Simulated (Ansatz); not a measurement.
# BSiH (singlet): the correlation ladder at distance B2–H3 = 0.959 Å, 6-31G

An exercise on one series of results from a longer session: the logs are not shown, and one member is left open.

Computed with Ansatz 0.2.0, Gaussian basis. Level: 6-31G, core rule «outside noble gas», up to 6 orbitals frozen.

Plan: UHF; CCSD(T) on RHF; CCSD(T) on UHF; BCCD(T) on RHF; CISD; CCSDT(Q) on RHF; CCSDT(Q) on UHF; CISDTQ; CCSDTQ on RHF; CCSDTQ on UHF; CASSCF and MRCISD+Q, 2 electrons in 2 orbitals; CASSCF and NEVPT2, 2 electrons in 2 orbitals; CASSCF and MRCISD+Q, 8 electrons in 9 orbitals; CASSCF and MRCISD+Q(relaxed), 8 electrons in 9 orbitals; CASSCF and NEVPT2, 8 electrons in 9 orbitals; Full CI.

20 further runs of the same task are left out: 2 for a known fault of the program, 16 that didn't finish, 2 set aside as unsound or not needed.

## The system

The geometry derives from a PBE0/def2-TZVP stationary point (not a proven minimum). One bond is set to the value named and the two fragments are kept rigid.

3 atoms, charge 0, spin multiplicity 1.

Atoms are counted from 1 here; the program's logs count them from 0.

Bond lengths: Si1–B2 1.895 Å, B2–H3 0.959 Å. Angles: Si1–B2–H3 180.0°.

Set-up of the first run:

in.yaml reads:

```yaml
crystal:
  periodic: [false, false, false]
  atoms:
    - {symbol: Si, position_ang: [0.000000, 0.000000, 1.583099]}
    - {symbol: B, position_ang: [0.000000, 0.000000, -0.312049]}
    - {symbol: H, position_ang: [0.000000, 0.000000, -1.271049]}
basis:
  gaussian: {orbitals: 6-31G}
magnetization: {spin_polarized: true, initial_magnetization: 0}
hamiltonian: {xc: hf}
output: {orbitals: {seedname: orbitals}}
```

Started as:

```bash
ansatz run in.yaml --threads 1 --pin off --events-out ev --progress --plain --max-ram 2393MiB
```

Steps of the session up to this table: UHF; CCSD(T) on RHF; CCSD(T) on UHF; BCCD(T) on RHF; CISD; CCSDT(Q) on RHF; CCSDT(Q) on UHF; CISDTQ; CCSDTQ on RHF; CCSDTQ on UHF; CASSCF and MRCISD+Q, 2 electrons in 2 orbitals; CASSCF and NEVPT2, 2 electrons in 2 orbitals; CASSCF and MRCISD+Q, 8 electrons in 9 orbitals; CASSCF and MRCISD+Q(relaxed), 8 electrons in 9 orbitals; CASSCF and NEVPT2, 8 electrons in 9 orbitals; Full CI.

One of the session's tables, all rows but one given; the rest of the session is left out.

| method | from FCI (meV) |
| --- | --- |
| RHF | +3159.6 |
| RMP2 | +909.1 |
| CISD | +383.8 |
| RCCSD | +192.5 |
| RCCSD(T) | +107.0 |
| BCCD(T) | +108.2 |
| RCCSDT | +51.6 |
| CISDTQ | +38.2 |
| RCCSDT(Q) | +11.9 |
| RCCSDTQ | +2.2 |
| CASSCF valence | +809.3 |
| NEVPT2 valence | +249.3 |
| MRCISD valence | +20.7 |
| MRCISD+Q valence | ? |
| MRCISD+Q(relaxed) valence | -2.9 |
| FCI | 0 |

Q: Estimate the row for MRCISD+Q valence from the others.

The run gave: from FCI (meV): +3.5. In the column «from FCI (meV)» it lies between RCCSDTQ (+2.2) and RCCSDT(Q) (+11.9).

Among the levels timed on like hardware and quicker than the yardstick, those that no quicker one beats, quickest first: CISD (0.33 s, +383.8 meV); BCCD(T) (0.36 s, +108.2 meV); RCCSD(T) (0.42 s, +107.0 meV); RCCSDT(Q) (0.78 s, +11.9 meV); RCCSDTQ (5.5 s, +2.2 meV).

Not comparable, so not listed: CASSCF and MRCISD+Q, 2 electrons in 2 orbitals (they don't share determinant, frozen orbitals or solution with the rows shown, or repeat one).

Caveats from the session: The report flags that the cluster equations may have other roots. The yardstick is full CI for this spin, exact in this basis with these frozen cores. Left out of the table: CASSCF pair, NEVPT2 pair (the active space lost an orbital or holds another state than full CI finds). Left out of the table: UHF, UMP2, UCCSD, UCCSD(T), UCCSDT, UCCSDT(Q), UCCSDTQ (another determinant or state than the rows shown). The program flags RCCSDT(Q), RCCSDTQ as in doubt, so those rows may rest on another solution; read them beside their warnings. MRCISD+Q(relaxed) valence falls below full CI: the +Q correction isn't variational, and the cores differ from full CI's. Of the multireference levels listed MRCISD+Q(relaxed) valence comes nearest in total energy (-2.9 meV), which doesn't show that its space is the better one. Warnings in the runs' records: large difference, other roots, passed over end.
